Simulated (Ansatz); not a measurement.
Geometry optimisation, RKS PBE0-D4/def2-SVP in Ansatz 0.2.0.

Input:

```yaml
crystal:
  periodic: [false, false, false]
  atoms:
    - { symbol: B, position_ang: [0.0, 0.0, 0.0] }
    - { symbol: H, position_ang: [0.0, 0.0, 1.19] }
    - { symbol: H, position_ang: [1.0305, 0.0, -0.595] }
    - { symbol: H, position_ang: [-1.0305, 0.0, -0.595] }
basis:
  gaussian: { orbitals: def2-SVP }
hamiltonian:
  xc: pbe0
  dispersion: d4
relax:
  f_tol: 0.02
  max_steps: 40
```

Launched with:

```bash
$ ansatz run input.yaml --threads 1 --pin off --max-ram 2048MiB --backend cpu --events-out ev --progress --plain --runs-dir out
```

Where does it end, and by what steps?

The forces met the threshold. After 2 steps the energy has fallen by 0.010 eV; H3 moved furthest, 0.02 Å.

```csv
step,energy less start (eV),largest force component (eV/Å),accepted
0,0.0000,0.411,yes
1,-0.0094,0.106,yes
2,-0.0101,0.002,yes
```

```xyz
4
Properties=species:S:1:pos:R:3
B 0.000 0.000 0.000
H 0.000 0.000 1.206
H 1.045 0.000 -0.603
H -1.045 0.000 -0.603
```

Whether the end is a true minimum wasn't checked by a vibrational analysis.

The run took 2 s on 1 thread of AMD EPYC 7R43 64-Core Processor (Zen 3) (shared host), peak memory 0.091 GiB.
